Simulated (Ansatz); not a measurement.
Two isomers of C3H5NO: A = `NC1CC1=O`, B = `C=C(O)C=N`.

Gas-phase electronic energies from Ansatz, PBE0-D4/def2-TZVP geometries. CBS: MP2 limit from def2 TZ/QZ plus the TZ coupled-cluster correction, frozen cores. DFT in def2-TZVPP. B3LYP here is the variant with VWN-RPA as its local correlation; programs differ in this. Each species was taken in one conformer, which may not be the lowest.

**Question.** Which is lower in electronic energy at CCSD(T)/CBS, and by how much? (Estimate.)

**Answer.** Computed: B, by 28.7 kcal/mol.

**Question.** Give E(B) − E(A) in kcal/mol with CCSD(T)/def2-SVP, MP2/def2-TZVPP, B2PLYP, CCSD(T)/def2-TZVPP, PBE-D4, B3LYP-D4, PBE0-D4. (Estimate.)

**Answer.** Ansatz gave: CCSD(T)/def2-SVP -26.4, MP2/def2-TZVPP -26.7, B2PLYP -28.4, CCSD(T)/def2-TZVPP -28.4, PBE-D4 -25.3, B3LYP-D4 -29.0, PBE0-D4 -24.4. None reverses the order clearly.

**Question.** Does the order hold for the free energy at 298.15 K (harmonic terms from PBE0-D4)? (An estimate is asked.)

**Answer.** Ansatz gave: Yes: G(B) − G(A) = -27.4 kcal/mol, for one conformer each.

Largest T1 diagnostic: 0.014.

From PBE to PBE0 (25 % exact exchange), in def2-TZVPP and without D4, E(B) − E(A) moves by +0.8 kcal/mol. Leaving LDA and LC-ωPBE aside and taking each functional with its dispersion term where it has one, the values, not all of them listed here, spread over 6.8 kcal/mol, from BLYP-D4 to ωB97X-V.
